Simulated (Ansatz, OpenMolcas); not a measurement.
## BF (SMILES [B]F): the energy, rung by rung

BF has 2 atoms, charge 0, and is taken as a singlet. As SMILES, `[B]F`. The shape is that of a GFN2-xTB optimisation.

| atom | x (Å) | y (Å) | z (Å) |
| --- | --- | --- | --- |
| B | 0.0000 | 0.0000 | 0.0000 |
| F | 0.0000 | 0.0000 | 1.2444 |

Quantity: the energy change with the B1–F2 bond stretched from 1.244 to 1.579 Å, in eV. The values are calculated.

```json
{"level": "SVWN5/STO-3G (restricted)", "kind": "LDA", "program": "OpenMolcas", "value (eV)": "1.53", "less FCI/STO-3G": "-0.14", "CPU time (all runs)": "4.7 s"}
{"level": "revPBE/STO-3G (restricted)", "kind": "GGA", "program": "Ansatz", "value (eV)": "1.26", "less FCI/STO-3G": "-0.41", "CPU time (all runs)": "0.69 s"}
{"level": "r2SCAN/STO-3G (restricted)", "kind": "meta-GGA", "program": "OpenMolcas", "value (eV)": "1.55", "less FCI/STO-3G": "-0.12", "CPU time (all runs)": "5.5 s"}
{"level": "r2SCAN0/STO-3G (restricted)", "kind": "hybrid meta-GGA", "program": "Ansatz", "value (eV)": "1.78", "less FCI/STO-3G": "+0.11", "CPU time (all runs)": "1.9 s"}
{"level": "wB97M-V/STO-3G (restricted)", "kind": "range-separated hybrid", "program": "Ansatz", "value (eV)": "1.71", "less FCI/STO-3G": "+0.04", "CPU time (all runs)": "7.7 s"}
{"level": "CASSCF(2,2)/STO-3G", "kind": "multireference", "program": "OpenMolcas", "value (eV)": "2.03", "less FCI/STO-3G": "+0.36", "CPU time (all runs)": "3 s"}
{"level": "MRCI(2,2)/STO-3G", "kind": "multireference", "program": "OpenMolcas", "value (eV)": "1.77", "less FCI/STO-3G": "+0.10", "CPU time (all runs)": "3.1 s"}
{"level": "ACPF/STO-3G (restricted)", "kind": "coupled cluster or CI", "program": "OpenMolcas", "value (eV)": "1.68", "less FCI/STO-3G": "+0.01", "CPU time (all runs)": "3.1 s"}
{"level": "FCI/STO-3G", "kind": "exact in the basis", "program": "Ansatz", "value (eV)": "1.67", "less FCI/STO-3G": "0.00", "CPU time (all runs)": "0.3 s"}
```

FCI/STO-3G is exact within its basis and frozen core, so for wave-function methods in that basis the difference is their error; functionals converge differently with the basis, so for them it is only a difference. The first shape isn't each level's own minimum. The values span 1.26 to 2.03 eV. All rows use very small basis sets, so even the best lies far from the true value. CPU times are rough (shared hosts, several kinds of processor): they show what a rung costs within a factor of a few.
